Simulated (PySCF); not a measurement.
Open-shell species derived from `C=C1CC1F`. All by UKS B3LYP (pcH-1 on C F H) in PySCF, non-relativistic with spin–orbit coupling as a perturbation, on GFN2-xTB geometries; isolated species, one conformer each; SCF stability not tested. Couplings are magnitudes for isotopes of over 50 % abundance, averaged over nuclei equivalent by connectivity (but not across a short bond from an atom whose three angles sum to over 350°); populations are Mulliken's. Couplings are sensitive to structure, and on GFN2-xTB geometries they can be far from those on DFT ones.

```tsv
species	change	⟨S²⟩	g1	g2	g3	largest spin population on	largest couplings
[H]/[C]=C1/C[C@@H]1F	H removed from sp2 C	0.760	2.0015	2.0026	2.0033	carbon bonded to C and H (0.93)	1 × 19F 29 MHz, 1 × 1H 22 MHz, 1 × 1H 8 MHz
C=C1C[C]1F	H removed from sp3 C	0.774	2.0021	2.0038	2.0043	carbon bonded to 2 C and F (0.61)	1 × 19F 138 MHz, 2 × 1H 71 MHz, 1 × 1H 37 MHz, 1 × 1H 35 MHz
C[C]1C[C@@H]1F	H added to sp2 C	0.753	2.0022	2.0029	2.0034	carbon bonded to 3 C (0.89)	1 × 1H 101 MHz, 1 × 1H 72 MHz, 1 × 19F 69 MHz, 3 × 1H 64 MHz, and 1 smaller
```

**Question.** Predict the same entries for `C=C1[CH][C@@H]1F` [radical] (H removed from sp3 C).

**Answer.** ⟨S²⟩: 0.774; g1: 2.0024; g2: 2.0026; g3: 2.0029; largest spin population on: carbon bonded to C and 2 H (0.70); largest couplings: 1 × 19F 65 MHz, 1 × 1H 43 MHz, 1 × 1H 42 MHz, 1 × 1H 40 MHz, and 1 smaller. The largest Mulliken spin populations are on C1 (+0.70), C3 (+0.61) and C2 (-0.24). The positive populations add up to 1.33 and the negative ones to -0.33, together 2S = 1. The angles at C1 add up to 360.0°, so it is planar; its axial dipolar tensor and the negative couplings of its protons fit spin in a p orbital normal to that plane. (Numbering: [CH2:1]=[C:2]1[CH:3][C@@H:4]1[F:5] (hydrogens: H6, H7 on C1; H8 on C3; H9 on C4).)

**Question.** Which has the highest and which the lowest g_iso, and which the widest g anisotropy?

**Answer.** Highest: C=C1C[C]1F (2.0034, largest spin population on carbon bonded to 2 C and F). Lowest: [H]/[C]=C1/C[C@@H]1F (2.0025, largest spin population on carbon bonded to C and H). Widest: C=C1C[C]1F, g3 − g1 = 0.0021, which alone would spread the powder pattern at 94 GHz over 3.6 mT.

**Question.** How many first-order lines does each doublet give under fast tumbling, over what width, and where is its centre at 9.5 GHz?

**Answer.** 
```
             species  lines  width (mT)  centre (mT)
    C=C1[CH][C@@H]1F     32         8.0       338.93
[H]/[C]=C1/C[C@@H]1F      8         2.1       338.96
          C=C1C[C]1F     24        12.6       338.80
      C[C]1C[C@@H]1F     64        17.3       338.90
```

Splittings under 0.05 mT aren't counted.

Means can hide wide spreads in the frozen geometry: C[C]1C[C@@H]1F, 3 × 1H from 23 to 137 MHz (mean 64).
